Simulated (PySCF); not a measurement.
Coordinates in bohr (charge 0 multiplicity 1):
```
S     0.1161   -0.8408    0.0000
O     2.7039   -0.1024    0.0000
F    -1.2360    0.7506   -2.2032
F    -1.2360    0.7506    2.2032
```

Computed with B3LYP/[S def2-TZVP, O def2-TZVP, F def2-TZVP], no relativity, density fitting, PySCF.

This geometry of SOF₂ is a stationary point at this level.

What is the point group?

Cs.

Is it a minimum?

Yes: all harmonic wavenumbers are real.

List the harmonic modes with their infrared intensities.


```
symmetry  ω (cm⁻¹)  IR (km/mol)     type
      a'       360          3.4     bend
     a''       384          3.4     bend
      a'       515         22.6     bend
     a''       718          219  stretch
      a'       788          187    mixed
      a'      1341          162  stretch
```

What are the dipole moment and the gap between the highest occupied and lowest empty levels?

1.72 D and 7.91 eV.

What is the atomisation energy, with and without zero-point energy?

1253 kJ/mol without, 1228 kJ/mol with.

This need not be the most stable arrangement of these atoms.
